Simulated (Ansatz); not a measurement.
**[H···H···CH2], triplet: reading a ladder of total energies**

All five atoms lie in one plane.

Geometry: a point of a hydrogen-transfer path between rigid fragments, not a stationary point.

```xyz
5

H    -2.1573    0.0000    0.0000
H    -1.4643    0.0000    0.0000
C     0.2007    0.0000    0.0000
H     0.6151    0.0000    0.9962
H     0.6151    0.0000   -0.9962
```

Basis 6-31G; Ansatz 0.2.0. Only valence electrons are correlated (noble-gas cores frozen), which leaves 8 electrons in 16 orbitals. R marks a restricted (for open shells ROHF) determinant, U an unrestricted one.

Full CI is exact within this basis and frozen core; it isn't the basis-set limit. The frozen core follows each run's orbitals, which can shift R against U totals by a few meV.

Runs differ by some tens of microhartree through their thresholds and, for an open shell, their frozen cores, so steps under 0.1 kcal/mol mean nothing.

```tsv
level	total energy (hartree)
UHF	-40.015887
UMP2	-40.087801
UCCSD	-40.109716
UCCSD(T)	-40.110566
UCCSDT	-40.110814
UCCSDT(Q)	-40.110878
UCCSDTQ	-40.110888
full CI	-40.110860
```

Question: What is the correlation energy at full CI, and what share of it do UMP2 and UCCSD(T) recover?

Answer: E(corr) = -40.110860 − (-40.015887) = -0.094973 hartree = -2.584 eV. UMP2: -0.071914 / -0.094973 = 75.72 %. UCCSD(T): -0.094679 / -0.094973 = 99.69 %.

Question: By how many kcal/mol does UCCSD(T) miss full CI (1 hartree = 627.509 kcal/mol), and which steps make up the rest?

Answer: -40.110566 − (-40.110860) = 0.000294 hartree = 0.18 kcal/mol. Steps: UCCSDT − UCCSD(T) = -0.16, UCCSDT(Q) − UCCSDT = -0.04, UCCSDTQ − UCCSDT(Q) = -0.01, full CI − UCCSDTQ = 0.02 kcal/mol. That is within 1 kcal/mol of the reference in this basis, which itself misses far more of the correlation at the basis-set limit.
